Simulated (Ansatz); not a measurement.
bcc Mo was calculated with PBE0-D3(BJ) (PAW; Ansatz, a program for electronic structure).

Run with plane-wave cutoff 460 eV, 14×14×14 k mesh, Fermi–Dirac smearing 0.05 eV, no spin polarisation, scalar-relativistic PAW data made under PBE.

Cell (relaxed at this level):

```
CELL_PARAMETERS angstrom
     -1.55325     1.55325     1.55325
      1.55325    -1.55325     1.55325
      1.55325     1.55325    -1.55325
ATOMIC_POSITIONS crystal
  Mo 0.00000 0.00000 0.00000
```

Estimate the bulk modulus B0 that the calculation returns.


bulk modulus B0: 316 GPa

Measured, for comparison: bulk modulus 265 GPa (zero-point energy and finite temperature contributions removed, our sources range from 265 to 278; as tabulated in doi:10.1021/acs.jctc.3c00612). Computed (rounded) less measured: bulk modulus +19 % (+14 % to +19 % over the range).

The computed numbers hold no vibrational or temperature effects.

Cost on a shared machine: about 26 core-minutes (a rough figure).
